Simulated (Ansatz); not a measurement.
A nudged elastic band was laid between two geometries of CH3O + FH (7 atoms, charge 0, multiplicity 2).

Level of theory: Ansatz 0.2.0, UKS PBE-D4/def2-SVP.

```
movable images  : 9
climbing image  : yes
spring          : 5.0 eV/Å²
optimiser       : quadratic models (default)
start path      : through a guess of the saddle point
force threshold : 0.05 eV/Å
iteration limit : 60
end points      : relaxed
```

Image 0:

```xyz
7
Properties=species:S:1:pos:R:3
H -0.527 -1.434 -0.242
F 0.139 -2.111 -0.117
O -1.064 0.154 -0.314
C 0.097 0.754 0.036
H 0.225 0.596 1.150
H 0.143 1.851 -0.161
H 0.987 0.191 -0.353
```

Image 10:

```xyz
7
Properties=species:S:1:pos:R:3
H -0.833 -0.827 -0.499
F 0.366 -1.675 0.839
O -1.047 0.132 -0.559
C 0.075 0.799 -0.186
H 0.449 -0.739 1.021
H -0.067 1.885 -0.077
H 1.057 0.424 -0.538
```

**Question.** Which bonds break or form, and what moves?

**Answer.** Bonds broken: H1–F2, C4–H5. Bonds formed: H1–O3, F2–H5.

**Question.** Give the energies along the band, and the barrier.

**Answer.** The forces met the threshold. The highest image is number 7 of 0 to 10, 57.3 kJ/mol above the first end and 79.6 kJ/mol above the last; the last end lies 22.3 kJ/mol below the first. A vibrational analysis at the climbing image gives one clearly imaginary mode, 1202i cm⁻¹: a first-order saddle point.

```
image  path coordinate (Å)  energy (kJ/mol)  H1–F2 (Å)  C4–H5 (Å)  H1–O3 (Å)
    0                 0.00              0.0       0.96       1.13       1.68
    1                 0.27              0.2       0.96       1.13       1.68
    2                 0.55              0.2       0.96       1.13       1.68
    3                 0.82              0.0       0.96       1.12       1.68
    4                 1.10              0.6       0.96       1.12       1.67
    5                 1.37              8.2       0.97       1.13       1.58
    6                 1.65             32.1       1.04       1.17       1.39
    7                 1.92             57.3       1.26       1.26       1.16
    8                 2.25             19.3       1.50       1.50       1.04
    9                 2.57            -16.4       1.80       1.76       0.99
   10                 2.90            -22.3       1.99       1.99       0.98
```

**Question.** What is the geometry of the highest image?

**Answer.** 
```xyz
7
Properties=species:S:1:pos:R:3
H -0.588 -1.027 -0.303
F 0.052 -1.642 0.591
O -0.913 0.019 -0.671
C 0.102 0.664 -0.079
H 0.321 -0.237 0.774
H -0.097 1.714 0.218
H 1.121 0.508 -0.529
```

**Question.** What are the harmonic wavenumbers there?

**Answer.** 1202i, 424, 581, 652, 854, 992, 1093, 1203, 1226, 1262, 1434, 1755, 1981, 2848, 3058 cm⁻¹.

Run time: 81 s on 2 threads of AMD EPYC 9R14 (Zen 4) (shared host), peak memory 0.15 GiB.
